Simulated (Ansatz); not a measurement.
Born–Oppenheimer molecular dynamics of H + H2O + N2 (6 atoms, charge 1, multiplicity 1). It goes on from the last frame of an earlier run, with new velocities.

Computed with RKS PBE-D4/def2-SVP (Ansatz).

```
ensemble                      : NVE (velocity Verlet)
time step                     : 0.5 fs
steps asked                   : 150
starting velocities drawn for : 300 K
masses                        : H 10 u
seed                          : 720144
```

Frames 1 fs apart, positions in Å, forces in eV/Å.

Velocities at 5.0 fs (Å/ps):

```
O -6.13 5.91 4.82
H 2.30 0.12 -1.49
H 0.57 -0.63 2.69
H 11.67 -2.74 -14.97
N -4.02 0.90 6.36
N 0.65 -5.33 -2.04
```

```xyz
6
Properties=species:S:1:pos:R:3:forces:R:3 time_fs=5.0 energy_less_start_eV=-0.190 T=665
O -0.034 0.432 -1.116 -0.45 0.13 0.38
H 0.181 0.486 -0.128 0.05 -0.12 -0.41
H -4.028 -4.065 -2.467 -0.05 -0.04 -0.02
H 0.804 0.260 -1.590 0.43 -0.02 -0.06
N 0.127 -0.116 2.697 -0.26 -0.40 2.53
N 0.252 0.041 1.621 0.28 0.45 -2.42
6
Properties=species:S:1:pos:R:3:forces:R:3 time_fs=6.0 energy_less_start_eV=-0.202 T=688
O -0.041 0.438 -1.111 0.49 -0.09 -0.39
H 0.183 0.487 -0.130 0.10 -0.10 -0.24
H -4.027 -4.065 -2.464 -0.05 -0.04 -0.02
H 0.816 0.257 -1.605 -0.56 0.19 0.52
N 0.123 -0.115 2.704 -0.09 -0.18 1.04
N 0.253 0.036 1.618 0.11 0.22 -0.91
6
Properties=species:S:1:pos:R:3:forces:R:3 time_fs=7.0 energy_less_start_eV=-0.171 T=630
O -0.047 0.444 -1.106 1.22 -0.27 -1.06
H 0.186 0.487 -0.131 0.16 -0.09 -0.06
H -4.027 -4.066 -2.462 -0.05 -0.04 -0.02
H 0.827 0.254 -1.619 -1.34 0.36 1.00
N 0.118 -0.114 2.712 0.10 0.04 -0.56
N 0.254 0.031 1.615 -0.08 0.00 0.70
6
Properties=species:S:1:pos:R:3:forces:R:3 time_fs=8.0 energy_less_start_eV=-0.110 T=511
O -0.052 0.449 -1.102 1.75 -0.41 -1.61
H 0.188 0.486 -0.133 0.21 -0.08 0.10
H -4.026 -4.067 -2.459 -0.05 -0.04 -0.02
H 0.837 0.252 -1.633 -1.93 0.50 1.37
N 0.114 -0.114 2.719 0.27 0.21 -1.93
N 0.255 0.025 1.612 -0.25 -0.18 2.09
6
Properties=species:S:1:pos:R:3:forces:R:3 time_fs=9.0 energy_less_start_eV=-0.039 T=374
O -0.056 0.455 -1.099 2.12 -0.51 -2.02
H 0.191 0.486 -0.135 0.25 -0.08 0.23
H -4.026 -4.068 -2.457 -0.05 -0.04 -0.02
H 0.845 0.251 -1.645 -2.35 0.60 1.65
N 0.111 -0.113 2.725 0.40 0.31 -2.88
N 0.255 0.020 1.611 -0.38 -0.28 3.04
6
Properties=species:S:1:pos:R:3:forces:R:3 time_fs=10.0 energy_less_start_eV=0.019 T=264
O -0.059 0.460 -1.097 2.37 -0.59 -2.30
H 0.194 0.486 -0.137 0.28 -0.08 0.32
H -4.025 -4.068 -2.454 -0.05 -0.04 -0.02
H 0.851 0.249 -1.656 -2.62 0.67 1.84
N 0.107 -0.112 2.729 0.47 0.34 -3.28
N 0.255 0.015 1.611 -0.44 -0.31 3.44
6
Properties=species:S:1:pos:R:3:forces:R:3 time_fs=11.0 energy_less_start_eV=0.048 T=208
O -0.060 0.465 -1.097 2.51 -0.63 -2.44
H 0.197 0.486 -0.138 0.29 -0.08 0.34
H -4.025 -4.069 -2.451 -0.05 -0.04 -0.02
H 0.854 0.249 -1.665 -2.78 0.72 1.97
N 0.104 -0.110 2.731 0.45 0.30 -3.13
N 0.255 0.009 1.614 -0.43 -0.27 3.28
6
Properties=species:S:1:pos:R:3:forces:R:3 time_fs=12.0 energy_less_start_eV=0.047 T=210
O -0.060 0.469 -1.098 2.58 -0.66 -2.45
H 0.201 0.485 -0.139 0.29 -0.09 0.31
H -4.025 -4.070 -2.449 -0.05 -0.04 -0.02
H 0.855 0.249 -1.671 -2.84 0.75 2.02
N 0.101 -0.109 2.731 0.37 0.21 -2.41
N 0.255 0.004 1.619 -0.34 -0.17 2.55
6
Properties=species:S:1:pos:R:3:forces:R:3 time_fs=13.0 energy_less_start_eV=0.025 T=252
O -0.059 0.473 -1.100 2.57 -0.66 -2.34
H 0.205 0.485 -0.140 0.26 -0.10 0.22
H -4.025 -4.071 -2.446 -0.05 -0.04 -0.02
H 0.853 0.250 -1.676 -2.81 0.75 2.03
N 0.098 -0.107 2.729 0.20 0.07 -1.21
N 0.255 -0.002 1.626 -0.18 -0.03 1.33
6
Properties=species:S:1:pos:R:3:forces:R:3 time_fs=14.0 energy_less_start_eV=-0.004 T=308
O -0.055 0.477 -1.104 2.49 -0.64 -2.12
H 0.209 0.484 -0.141 0.22 -0.11 0.08
H -4.024 -4.072 -2.444 -0.05 -0.04 -0.02
H 0.848 0.252 -1.679 -2.68 0.74 1.97
N 0.095 -0.106 2.727 -0.01 -0.07 0.32
N 0.254 -0.008 1.634 0.03 0.12 -0.22
6
Properties=species:S:1:pos:R:3:forces:R:3 time_fs=15.0 energy_less_start_eV=-0.032 T=361
O -0.051 0.480 -1.109 2.32 -0.59 -1.79
H 0.213 0.483 -0.141 0.17 -0.12 -0.09
H -4.024 -4.073 -2.441 -0.05 -0.04 -0.02
H 0.841 0.254 -1.680 -2.46 0.69 1.84
N 0.093 -0.104 2.724 -0.25 -0.21 1.90
N 0.253 -0.014 1.641 0.27 0.26 -1.83
6
Properties=species:S:1:pos:R:3:forces:R:3 time_fs=16.0 energy_less_start_eV=-0.059 T=415
O -0.044 0.483 -1.115 2.03 -0.51 -1.37
H 0.218 0.482 -0.141 0.12 -0.13 -0.29
H -4.024 -4.074 -2.439 -0.05 -0.04 -0.02
H 0.831 0.257 -1.680 -2.11 0.61 1.64
N 0.090 -0.103 2.723 -0.44 -0.29 3.15
N 0.253 -0.019 1.648 0.46 0.36 -3.11
```

Of the whole run (75 fs, mean temperature of the second half 364 K): The conserved energy stayed within 0.19 meV per atom of its start (net change -0.17 meV per atom), so the integration is sound. A run of 0.075 ps of so small a system gives no equilibrium averages. Limits of this set-up: the dipole of an ion depends on the origin.

The run took 72 s on 1 thread of Arm Neoverse V2, on a shared host, peak memory 0.09 GiB.
